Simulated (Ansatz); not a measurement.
# SO₃: basis-set convergence

An exercise on one series of results from a longer session: the logs are not shown, and one member is left open.

Program: Ansatz 0.2.0, Gaussian basis. Level of theory: one geometry, several basis sets. These are calculated values, not measurements.

Levels to be run: PBE0-D4/def2-SVP; ωB97M-V/def2-SVP; PBE0-D4/def2-QZVPP; ωB97M-V/def2-QZVPP; CCSD(T)/cc-pV(D+d)Z; CCSD(T)/cc-pV(T+d)Z; CCSD(T)/cc-pV(Q+d)Z; the functionals' def2-TZVPP values are taken from earlier runs.

## The relaxed structure

An earlier PBE0-D4 in a triple-zeta def2 set relaxation fixed the geometry.

SMILES `O=S(=O)=O`, 4 atoms, charge 0, spin multiplicity 1.

Atoms are counted from 1 here; the program's logs count them from 0.

Bond lengths: O1–S2 1.419 Å, S2–O3 1.419 Å, S2–O4 1.419 Å. Angles: O1–S2–O3 120.0°, O1–S2–O4 120.0°, O3–S2–O4 120.0°.

The first run:

Input file in.yaml:

```yaml
crystal:
  periodic: [false, false, false]
  atoms:
    - {symbol: O, position_ang: [-1.121606, -0.684648, 0.536716]}
    - {symbol: S, position_ang: [-0.000001, 0.000013, 0.000012]}
    - {symbol: O, position_ang: [1.308979, -0.327699, 0.440445]}
    - {symbol: O, position_ang: [-0.187372, 1.012333, -0.977182]}
basis:
  gaussian: {orbitals: def2-SVP}
hamiltonian: {xc: pbe0, dispersion: d4}
output: {orbitals: {seedname: orbitals}}
```

Launch:

```console
$ ansatz run in.yaml --threads 4 --pin off --events-out ev --progress --plain --max-ram 10444MiB
```

Among the steps run: PBE0-D4 in def2-SVP; ωB97M-V in def2-SVP; PBE0-D4 in def2-QZVPP; ωB97M-V in def2-QZVPP.

One of the session's tables, all rows but one given; the rest of the session is left out.

It belongs to the step «Functionals by basis». 

| functional | basis | HOMO (eV) | LUMO (eV) |
| --- | --- | --- | --- |
| PBE0-D4 | def2-SVP | -9.80 | -2.35 |
| PBE0-D4 | def2-TZVPP | -10.04 | -2.32 |
| PBE0-D4 | def2-QZVPP | -10.07 | -2.53 |
| ωB97M-V | def2-SVP | ? | ? |
| ωB97M-V | def2-TZVPP | -12.43 | 0.03 |
| ωB97M-V | def2-QZVPP | -12.48 | -0.40 |

**Question.** Estimate the row for ωB97M-V, def2-SVP.

**Answer.** HOMO (eV): -12.15; LUMO (eV): 0.05. In the column «HOMO (eV)» it lies between ωB97M-V, def2-TZVPP (-12.43) and PBE0-D4, def2-QZVPP (-10.07).
